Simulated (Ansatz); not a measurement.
A made-up structure of CH$_{4}$SSi, singlet:

```
atom    x (Å)    y (Å)    z (Å)
 Si1  -0.7022   0.2992  -0.2431
  C2   0.9723  -0.4123   0.2325
  S3   1.4530  -0.6365   1.7533
  H4  -1.4208  -0.6975  -1.0828
  H5  -0.4843   1.5223  -1.0625
  H6  -1.4733   0.6132   0.9804
  H7   2.2626  -1.5257   2.3886
```

It is relaxed with PBE-D4/def2-SVP and then PBE0-D4/def2-TZVP (Ansatz 0.2.0). Atoms count as bonded within 1.22 times the sum of their covalent radii (H–H: 0.88 Å). The end point is not checked to be a true minimum.

Task: Does its bonding change? (A judgement: the text doesn't fix the answer.)

Result: The calculation gives: No: no bond forms or breaks.

Where it ends: The first stage lowers the energy by 1.26 eV in 8 steps. It ends as CH₄SSi ([SiH3][C][SH]):
```
7
angstrom
Si -0.6649 0.2734 -0.1726
C 0.9266 -0.5398 0.3439
S 1.1788 -0.7070 1.9273
H -1.3602 -0.7144 -1.0383
H -0.2695 1.4547 -0.9831
H -1.6057 0.7192 0.9001
H 2.4022 -1.3233 1.9890
```

Labels in which every atom is bracketed show which atoms are joined, not bond orders.

For scale, one of the runs: PBE0-D4/def2-TZVP relaxation, 129 basis functions, launched by `ansatz run in.yaml --threads 2 --pin off --events-out ev --progress --plain --max-ram 4352MiB`. The run took about 15 s on 2 CPU threads of an Arm Neoverse V1 (shared host).
